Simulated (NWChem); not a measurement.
The numbers come from NWChem runs, not from measurements. System: disulfur (S₂), charge 0, spin multiplicity 3, optimised in this run. Its SCF solution wasn't tested for a lower state. Level: UPBE0/def2-SVP.

Part of the output:

```
             Northwest Computational Chemistry Package (NWChem) 7.3.0
             --------------------------------------------------------

                                NWChem Input Module
                                -------------------

 Scaling coordinates for geometry "geometry" by  1.889725989
 (inverse scale =  0.529177249)

 Turning off AUTOSYM since
 SYMMETRY directive was detected!

          ------
          auto-z
          ------

                             Geometry "geometry" -> ""
                             -------------------------

 Output coordinates in angstroms (scale by  1.889725989 to convert to a.u.)

  No.       Tag          Charge          X              Y              Z
 ---- ---------------- ---------- -------------- -------------- --------------
    1 S                   16.0000     0.00000000     0.00000000     0.95002100
    2 S                   16.0000     0.00000000     0.00000000    -0.95002100

 Effective nuclear repulsion energy (a.u.)      71.2980953810

            Nuclear Dipole moment (a.u.)
            ----------------------------
        X                 Y               Z
 ---------------- ---------------- ----------------
     0.0000000000     0.0000000000     0.0000000000

      Symmetry information
      --------------------

 Group name             D2h
 Group number             26
 Group order               8
 No. of unique centers     1

      Symmetry unique atoms

     1


 Summary of "ao basis" -> "" (spherical)
 ------------------------------------------------------------------------------
       Tag                 Description            Shells   Functions and Types
 ---------------- ------------------------------  ------  ---------------------
 *                          def2-svp                  on all atoms

                           NWChem Geometry Optimization
                           ----------------------------

 maximum gradient threshold         (gmax) =   0.000450
 rms gradient threshold             (grms) =   0.000300
 maximum cartesian step threshold   (xmax) =   0.001800
 rms cartesian step threshold       (xrms) =   0.001200
 fixed trust radius                (trust) =   0.300000
 maximum step size to saddle      (sadstp) =   0.100000
 energy precision                  (eprec) =   5.0D-06
 maximum number of steps          (nptopt) =   80
 initial hessian option           (inhess) =    0
 line search option               (linopt) =    1
[...]
    2       -0.986 ||    0.000000           0.000         0.000       0.020
    3       -0.427 ||    0.000000           0.000         0.000       0.090
    4        0.193 ||    0.000000           0.000         0.000       0.000
    5        0.578 ||    0.000000           0.000         0.000       0.012
    6      747.337 ||    0.000000           0.000         0.000      59.152
 ----------------------------------------------------------------------------

        Vibrational analysis via the FX method
  --- with translations and rotations projected out ---
  --- via the Eckart algorithm                      ---
 Dependent rotation vector no.                    3
  found in ECKART; assuming linear geometry
 Projected Nuclear Hessian trans-rot subspace norm:7.7037D-34
                         (should be close to zero!)

          --------------------------------------------------------
          MASS-WEIGHTED PROJECTED HESSIAN (Hartree/Bohr/Bohr/Kamu)
          --------------------------------------------------------

               1            2            3            4            5            6
   ----- ----- ----- ----- -----
    1    0.00000D+00
    2   -2.06976D-22  0.00000D+00
    3    0.00000D+00  3.31161D-21  1.05680D+01
    4    0.00000D+00  0.00000D+00  2.48371D-21  0.00000D+00
    5    0.00000D+00  0.00000D+00  0.00000D+00  8.27903D-22  0.00000D+00
    6    3.31161D-21 -3.31161D-21 -1.05680D+01 -3.31161D-21  3.31161D-21  1.05680D+01

 center of mass
 --------------
 x =   0.00000000 y =   0.00000000 z =   0.00000000

 moments of inertia (a.u.)
 ------------------
         206.940758627815           0.000000000000           0.000000000000
           0.000000000000         206.940758627815           0.000000000000
           0.000000000000           0.000000000000           0.000000000000

 Rotational Constants
 --------------------
 A=   0.000000 cm-1  (  0.000000 K)
 B=   0.290905 cm-1  (  0.418539 K)
 C=   0.290905 cm-1  (  0.418539 K)

 Temperature                      =   298.15K
 frequency scaling parameter      =   1.0000

 Linear Molecule

 Zero-Point correction to Energy  =    1.068 kcal/mol  (  0.001702 au)
 Thermal correction to Energy     =    2.608 kcal/mol  (  0.004156 au)
 Thermal correction to Enthalpy   =    3.200 kcal/mol  (  0.005100 au)

 Total Entropy                    =   52.279 cal/mol-K
   - Translational                =   38.368 cal/mol-K (mol. weight =  63.9441)
   - Rotational                   =   13.657 cal/mol-K (symmetry #  =        2)
   - Vibrational                  =    0.255 cal/mol-K

 Cv (constant volume heat capacity) =    5.707 cal/mol-K
   - Translational                  =    2.979 cal/mol-K
   - Rotational                     =    1.986 cal/mol-K
   - Vibrational                    =    0.741 cal/mol-K


 ----------------------------------------------------------------------------
 Normal Eigenvalue ||    Projected Derivative Dipole Moments (debye/angs)
  Mode   [cm**-1]  ||      [d/dqX]             [d/dqY]           [d/dqZ]
 ------ ---------- || ------------------ ------------------ -----------------
    1        0.000 ||       0.000              -0.000            -0.000
    2        0.000 ||      -0.000               0.000             0.000
    3        0.000 ||      -0.000               0.000             0.000
    4        0.000 ||       0.000              -0.000            -0.000
    5        0.000 ||      -0.000               0.000            -0.000
    6      747.337 ||       0.000              -0.000            -0.000
 ----------------------------------------------------------------------------

 ----------------------------------------------------------------------------
 Normal Eigenvalue ||           Projected Infra Red Intensities
  Mode   [cm**-1]  || [atomic units] [(debye/angs)**2] [(KM/mol)] [arbitrary]
 ------ ---------- || -------------- ----------------- ---------- -----------
    1        0.000 ||    0.000000           0.000         0.000       0.196
    2        0.000 ||    0.000000           0.000         0.000       0.228
    3        0.000 ||    0.000000           0.000         0.000       0.196
    4        0.000 ||    0.000000           0.000         0.000       0.228
    5        0.000 ||    0.000000           0.000         0.000       0.000
    6      747.337 ||    0.000000           0.000         0.000      59.152
 ----------------------------------------------------------------------------

 Task  times  cpu:       10.6s     wall:       10.6s

 Total times  cpu:       11.9s     wall:       11.9s
```

Question: Write an NWChem input that would produce this output.

Answer: One answer among several that fit: 
```
start mol
memory heap 200 mb stack 800 mb global 1000 mb
geometry units angstroms
  S      0.000000     0.000000     0.950021
  S      0.000000     0.000000    -0.950021
  symmetry group D2h
end
basis spherical
  * library def2-svp
end
dft
  xc pbe0
  odft
  mult 3
  semidirect memsize 60000000 filesize 0
  iterations 100
end
driver
  maxiter 80
end
task dft optimize
task dft freq
```
